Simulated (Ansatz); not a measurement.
## Caesium, bcc: convergence with the k-point mesh

Computed with Ansatz, PBE, scalar-relativistic PAW, on the relaxed cell (a = 6.154 Å; spin not included). Errors count from a run at 420 eV on a Γ-centred 12×12×12 mesh with Fermi-Dirac smearing of 0.1 eV, extrapolated to zero width. Fixed here: cutoff 420 eV, Fermi-Dirac width 0.1 eV. The SCF starts from atomic densities corrected by a trained network.

| k-mesh | E(σ→0) error (meV/atom) | P (GPa) | SCF iterations |
| --- | --- | --- | --- |
| 1×1×1 | -829.7 | 0.40 | 6 |
| 2×2×2 | 143.1 | -0.45 | 6 |
| 3×3×3 | -76.6 | -0.06 | 6 |
| 4×4×4 | 36.6 | 0.03 | 6 |
| 5×5×5 | -8.8 | -0.01 | 6 |
| 6×6×6 | 6.1 | 0.01 | 6 |
| 8×8×8 | 1.7 | 0.01 | 6 |
| 11×11×11 | -1.1 | 0.00 | 6 |

Within 5 meV/atom of the last row: from 8×8×8 on.
